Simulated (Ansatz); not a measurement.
# C₇H₁₆: small, medium and large basis sets

Aim: see how fast density functionals converge with the basis set for C₇H₁₆.

Computed with Ansatz 0.2.0, Gaussian basis. Level: one geometry, several basis sets.

The runs, in order: PBE0-D4/def2-SVP; ωB97M-V/def2-SVP; PBE0-D4/def2-QZVPP; ωB97M-V/def2-QZVPP; the functionals' def2-TZVPP values are taken from earlier runs.

1 further run of the same task is left out (it didn't finish).

## Step 1: The geometry

All runs share one geometry, relaxed beforehand with PBE0-D4 in a triple-zeta def2 set.

23 atoms, charge 0, spin multiplicity 1.

Atoms are counted from 1 here; the program's logs count them from 0.

Bond lengths: C1–C2 1.519 Å, C1–H8 1.094 Å, C1–H9 1.094 Å, C1–H10 1.092 Å, C2–C3 1.520 Å, C2–H11 1.097 Å, C2–H12 1.094 Å, C3–C4 1.527 Å, C3–H13 1.097 Å, C3–H14 1.099 Å, C4–C5 1.523 Å, C4–C6 1.528 Å, C4–H15 1.100 Å, C5–H16 1.091 Å, C5–H17 1.095 Å, C5–H18 1.092 Å, C6–C7 1.519 Å, C6–H19 1.098 Å and more. Angles: C2–C1–H8 111.1°, C2–C1–H9 111.0°, C2–C1–H10 111.7°, H8–C1–H9 107.4°, H8–C1–H10 107.7°, H9–C1–H10 107.7°, C1–C2–C3 112.5°, C1–C2–H11 109.6°, C1–C2–H12 109.2°, C3–C2–H11 109.1°, C3–C2–H12 110.1°, H11–C2–H12 106.1°, C2–C3–C4 115.4°, C2–C3–H13 108.5°, C2–C3–H14 109.3°, C4–C3–H13 108.5°, C4–C3–H14 108.9°, H13–C3–H14 105.8° and more.

## Step 2: PBE0-D4 in def2-SVP

in.yaml reads:

```yaml
crystal:
  periodic: [false, false, false]
  atoms:
    - {symbol: C, position_ang: [-3.173523, 0.958036, -0.294703]}
    - {symbol: C, position_ang: [-2.045205, -0.042059, -0.109436]}
    - {symbol: C, position_ang: [-0.678094, 0.622220, -0.074569]}
    - {symbol: C, position_ang: [0.495990, -0.310211, 0.212387]}
    - {symbol: C, position_ang: [0.664187, -1.360369, -0.877056]}
    - {symbol: C, position_ang: [1.771581, 0.505977, 0.413483]}
    - {symbol: C, position_ang: [2.974801, -0.293900, 0.883220]}
    - {symbol: H, position_ang: [-3.188940, 1.690135, 0.517708]}
    - {symbol: H, position_ang: [-3.058452, 1.510789, -1.231494]}
    - {symbol: H, position_ang: [-4.148671, 0.466028, -0.317641]}
    - {symbol: H, position_ang: [-2.197182, -0.600044, 0.822323]}
    - {symbol: H, position_ang: [-2.084027, -0.780804, -0.915867]}
    - {symbol: H, position_ang: [-0.692972, 1.408985, 0.690085]}
    - {symbol: H, position_ang: [-0.499663, 1.135477, -1.029404]}
    - {symbol: H, position_ang: [0.283898, -0.830847, 1.157891]}
    - {symbol: H, position_ang: [-0.234306, -1.968636, -0.995512]}
    - {symbol: H, position_ang: [0.873236, -0.882294, -1.840228]}
    - {symbol: H, position_ang: [1.487953, -2.042231, -0.658036]}
    - {symbol: H, position_ang: [2.013332, 1.018638, -0.526337]}
    - {symbol: H, position_ang: [1.563156, 1.296962, 1.142730]}
    - {symbol: H, position_ang: [3.296234, -1.027117, 0.140457]}
    - {symbol: H, position_ang: [3.826679, 0.360266, 1.082774]}
    - {symbol: H, position_ang: [2.749979, -0.834999, 1.807204]}
basis:
  gaussian: {orbitals: def2-SVP}
hamiltonian: {xc: pbe0, dispersion: d4}
output: {orbitals: {seedname: orbitals}}
```

After this run come: ωB97M-V in def2-SVP; PBE0-D4 in def2-QZVPP; ωB97M-V in def2-QZVPP.

Before running them: what should the planned runs give, taken together? Wanted: PBE0-D4: double and triple zeta above quadruple; ωB97M-V: double and triple zeta above quadruple.

As calculated:

| quantity | value |
| --- | --- |
| PBE0-D4: double and triple zeta above quadruple | 8.47, 0.43 eV |
| ωB97M-V: double and triple zeta above quadruple | 9.03, 0.43 eV |

In words: PBE0-D4 gains 8.04 eV from double to triple zeta, then 0.43 eV more. These are total energies; as a rule much of such shifts cancels in differences, which this series doesn't test. The LUMO of ωB97M-V is positive and keeps falling with the basis (3.45 to 1.94 eV): an unbound level that the basis holds in place.
